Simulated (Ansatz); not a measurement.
Diamond-structure Si, treated with r²SCAN+rVV10 (Ansatz, an electronic-structure program, PAW).

Settings: plane-wave cutoff 600 eV, 12×12×12 k mesh, scalar-relativistic PAW data made under PBE.

Computed at the level's own relaxed cell.

Hill averages of the elastic tensor: K = 98.6 GPa, G = 68.2 GPa. Volume 20.074 Å³/atom, mean atomic mass 28.085 u.

Q: Work out the density, the sound velocities of a polycrystal and the elastic Debye temperature at this level.

A: ρ = 1.66054 × 28.085/20.074 = 2.323 g/cm³. v_l = √[(K + 4G/3)/ρ] = 9.033 km/s and v_t = √(G/ρ) = 5.418 km/s. The mean follows from 3/v_m³ = 1/v_l³ + 2/v_t³: v_m = 5.994 km/s. Θ_D = (ħ/k_B) v_m (6π²/V)^(1/3) = 76.38 K Å s/km × 5.994 × 1.4342 Å⁻¹ = 657 K, counting all atoms of the cell.

Measured, for comparison: Voigt–Reuss–Hill bulk modulus 99 GPa (temperature not stated, no zero-point or thermal correction, from single-crystal Cij; as tabulated in Råsander and Moram (2015), arXiv:1505.02379). Computed (rounded) less measured: Voigt–Reuss–Hill bulk modulus -0.4 %.
